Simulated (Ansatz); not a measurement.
The inner images of a band of BClH2 + H2 (6 atoms, charge 0, multiplicity 1) are given out of order.

These are results of Ansatz 0.2.0, RKS B3LYP/def2-SVP, not measurements.

Initial state:

```xyz
6
Properties=species:S:1:pos:R:3
B -0.015 0.549 0.172
Cl -0.036 1.154 1.812
H 1.050 0.390 -0.360
H -1.066 0.320 -0.361
H 0.111 -2.624 0.426
H 0.074 -2.459 1.168
```

Final state:

```xyz
6
Properties=species:S:1:pos:R:3
B 0.018 -0.263 -0.358
Cl 0.001 -0.154 2.189
H 1.040 0.364 -0.479
H -1.045 0.288 -0.490
H 0.062 -1.469 -0.353
H 0.042 -1.436 2.348
```

Problem. Put them in order from the first end to the last, with their energies above the first end.
A.
```xyz
6
Properties=species:S:1:pos:R:3
B 0.004 0.073 0.265
Cl -0.018 0.617 1.969
H 1.056 0.064 -0.315
H -1.042 -0.002 -0.321
H 0.064 -1.812 0.259
H 0.055 -1.610 0.999
```
B.
```xyz
6
Properties=species:S:1:pos:R:3
B 0.016 -0.274 0.022
Cl 0.001 0.044 2.154
H 1.072 0.144 -0.356
H -1.060 0.084 -0.362
H 0.052 -1.540 0.164
H 0.037 -1.128 1.235
```
C.
```xyz
6
Properties=species:S:1:pos:R:3
B -0.003 0.253 0.229
Cl -0.027 0.830 1.892
H 1.061 0.143 -0.319
H -1.054 0.070 -0.324
H 0.072 -2.065 0.318
H 0.069 -1.902 1.060
```
D.
```xyz
6
Properties=species:S:1:pos:R:3
B 0.018 -0.294 -0.294
Cl -0.001 -0.092 2.298
H 1.047 0.308 -0.455
H -1.047 0.237 -0.465
H 0.058 -1.497 -0.173
H 0.043 -1.334 1.944
```
E.
```xyz
6
Properties=species:S:1:pos:R:3
B 0.011 -0.130 0.222
Cl -0.006 0.327 2.065
H 1.057 0.064 -0.343
H -1.041 0.005 -0.348
H 0.053 -1.605 0.238
H 0.043 -1.332 1.023
```
F.
```xyz
6
Properties=species:S:1:pos:R:3
B 0.019 -0.326 -0.196
Cl 0.001 -0.067 2.308
H 1.060 0.235 -0.396
H -1.054 0.169 -0.404
H 0.055 -1.531 -0.015
H 0.037 -1.149 1.560
```
G.
```xyz
6
Properties=species:S:1:pos:R:3
B -0.011 0.405 0.200
Cl -0.033 1.017 1.839
H 1.050 0.242 -0.336
H -1.061 0.188 -0.341
H 0.105 -2.341 0.376
H 0.068 -2.181 1.118
```

Solution. G (+0.01 eV), C (+0.07 eV), A (+0.24 eV), E (+0.59 eV), B (+1.08 eV), F (+0.87 eV), D (+0.77 eV).

The run took 2 min on 1 thread of Arm Neoverse V2 (shared host), peak memory 0.093 GiB.
